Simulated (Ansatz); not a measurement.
Predict the output of the script below (the Python package of Ansatz (0.2.0)).

`c3h2fn.yaml`
```yaml
crystal:
  periodic: [false, false, false]
  atoms:
    - { symbol: "N", position_ang: [2.5432, -0.3043, -0.1006] }
    - { symbol: C, position_ang: [1.4415, 0.0532, -0.0492] }
    - { symbol: C, position_ang: [0.0944, 0.4863, 0.0135] }
    - { symbol: C, position_ang: [-0.9197, -0.3769, 0.0195] }
    - { symbol: F, position_ang: [-2.1952, 0.047, 0.0793] }
    - { symbol: H, position_ang: [-0.0978, 1.5512, 0.0572] }
    - { symbol: H, position_ang: [-0.8663, -1.4565, -0.0198] }
basis:
  gaussian: { orbitals: def2-SVP }
hamiltonian:
  xc: b3lyp
output:
  forces: true
```

`c3h2fn_deck.py`:
```python
"""C3H2FN through the session interface."""

import ansatz as az
import numpy as np

session = az.Session.from_deck("c3h2fn.yaml")
rep = session.plan(threads=1).execute().report

print("reference energy %16.6f eV" % rep["reference_energy_ev"])
print("total energy     %16.6f eV" % rep["free_energy_ev"])
print("occupied orbitals outside the frozen core (up, down):", rep["n_occupied"], " frozen:", rep["n_frozen"], " virtual:", rep["n_virtual"])
symbols = ["N", "C", "C", "C", "F", "H", "H"]
state = rep["mean_field"]["state"]
print(f"mean field: {state['energy']['hartree']:.7f} Ha, <S^2> = {abs(state['spin_squared']):.4f}, stability: {state.get('stability', {}).get('kind')}")

print("forces (eV/A)")
for symbol, f in zip(symbols, rep["forces_ev_ang"]):
    print(f"  {symbol:2s} {f[0]:9.4f} {f[1]:9.4f} {f[2]:9.4f}")
charges = rep["charge_distribution"]
dipole = np.array(charges["dipole_moment_e_ang"]) * 4.803205
print("dipole (D): {:.3f} {:.3f} {:.3f}, length {:.3f}".format(*dipole, np.linalg.norm(dipole)))
print("atom  Mulliken   Lowdin")
for symbol, m, l in zip(symbols, charges["mulliken_charges_e"], charges["lowdin_charges_e"]):
    print(f"{symbol:4s} {m:9.3f} {l:8.3f}")
```

```console
$ python c3h2fn_deck.py
reference energy     -7343.287662 eV
total energy         -7343.287662 eV
occupied orbitals outside the frozen core (up, down): [18, 18]  frozen: 0  virtual: [62, 62]
mean field: -269.8608441 Ha, <S^2> = 0.0000, stability: minimum
forces (eV/A)
  N     0.2614   -0.0441   -0.0108
  C     0.1289   -0.1411   -0.0094
  C     0.0876    0.0049   -0.0029
  C    -1.3356    0.3327    0.0586
  F     0.7551   -0.1250   -0.0309
  H    -0.1271    0.3907    0.0180
  H     0.2296   -0.4181   -0.0226
dipole (D): -2.610 0.245 0.101, length 2.623
atom  Mulliken   Lowdin
N        0.040    0.131
C       -0.104   -0.238
C       -0.103   -0.083
C        0.246    0.041
F       -0.187    0.101
H        0.066    0.042
H        0.041    0.006
```

What to keep in mind:
- Total energies depend on the basis set; only differences at equal settings carry meaning.
- The geometry is a force-field or estimated start, not a minimum of this method, and the basis set is short of its limit.
- The Löwdin charges here are taken after orthogonalising the functions within each atom; they differ from plain Löwdin charges, and their signs can be unphysical.
- The whole script took 2.5 s on 1 thread of Arm Neoverse V1, on a shared host, peak memory 0.19 GiB.

(Lines on the test bed's own set-up are left out of the output.)
